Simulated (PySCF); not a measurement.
System (SMILES): P (PH3).
Geometry (B3LYP-D3(BJ)/def2-TZVP, fixed):
```xyz
4

P      0.0029     0.0016     0.1282
H     -0.0038     1.1839    -0.6561
H      1.0120    -0.6137    -0.6568
H     -1.0521    -0.5944    -0.6098
```

Basis-set convergence of the isotropic shielding of P1 at HF with PySCF. GIAO, no density fitting; atoms are numbered in the order shown. All functions are spherical. No added dispersion term, no relativity. Reference: the value in pcSseg-3, 581.15 ppm, itself unsure by roughly 1.11 ppm (its mean distance from cc-pCVQZ, pcseg-3, pcSseg-2). Deviations are taken from unrounded values.

```json
[
 {"basis": "pcSseg-0", "functions": "19"},
 {"basis": "cc-pV(D+d)Z", "functions": "38"},
 {"basis": "pcSseg-1", "functions": "39"},
 {"basis": "aug-pcseg-1", "functions": "54"},
 {"basis": "cc-pV(T+d)Z", "functions": "81"},
 {"basis": "pcSseg-2", "functions": "85"},
 {"basis": "aug-pcseg-2", "functions": "119"},
 {"basis": "cc-pV(Q+d)Z", "functions": "154"},
 {"basis": "pcSseg-3", "functions": "175"}
]
```

### Question
Which is the smallest set listed that can be trusted to 5 ppm here, that is, within that of the reference together with its larger relatives (same family, alike in diffuse functions; a set with none to test it counts only in the reference's own line)?

### Answer
The smallest set listed that lies within 5 ppm of the reference with all its larger relatives (same family, alike in diffuse functions; a set with none counts only in the reference's own line) is pcSseg-2 (85 functions, 2.08 ppm off). Value minus reference: pcSseg-0 79.92, cc-pV(D+d)Z 48.70, pcSseg-1 17.20, aug-pcseg-1 16.16, cc-pV(T+d)Z 17.21, pcSseg-2 2.08, aug-pcseg-2 8.59, cc-pV(Q+d)Z 26.00, pcSseg-3 0.00 ppm.
